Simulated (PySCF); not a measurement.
## Sulfur: a sound run and one with changed settings

Sound run: S [Ne] 3s2 3p4, S⁺ [Ne] 3s2 3p3. Computed with PySCF 2.14 in 6-31G* (4s3p1d, 18 functions), with the non-relativistic Hamiltonian (point nucleus). In the sound run the correlated levels freeze [Ne]. The sound run starts from symmetry-adapted Hartree-Fock orbitals and uses a fine grid where one is needed.

A second run was set up differently.

```tsv
species	method	sound run (hartree)	changed run (hartree)	converged
S	UHF	-397.47464	-397.47464	yes
S	r2SCAN	-398.05497	-398.05497	yes
S	M06-L	-398.07713	-398.07713	yes
S	MP2	-397.55092	-397.52926	yes
S	CCSD(T)	-397.56991	-397.56991	yes
S⁺	UHF	-397.13847	-397.13847	yes
S⁺	r2SCAN	-397.67612	-397.67612	yes
S⁺	M06-L	-397.70202	-397.70202	yes
S⁺	MP2	-397.20271	-397.18420	yes
S⁺	CCSD(T)	-397.22125	-397.22125	yes
```

Ionisation energy of S:

```tsv
method	sound run (eV)	changed run (eV)
UHF	9.148	9.148
r2SCAN	10.309	10.309
M06-L	10.207	10.207
MP2	9.475	9.390
SCS-MP2	9.503	9.414
CCSD	9.475	9.475
CCSD(T)	9.487	9.487
```

Problem. What was changed?
A. a valence shell is frozen
B. basis contracted for another Hamiltonian
C. radial grid too coarse
D. level shift left on

Solution. D. It used initial guess sap, at most 50 SCF cycles, level shift 0.5 hartree. A level shift leaves the converged SCF energy unchanged but raises the virtual orbital energies, which shrinks MP2 if it is not removed.
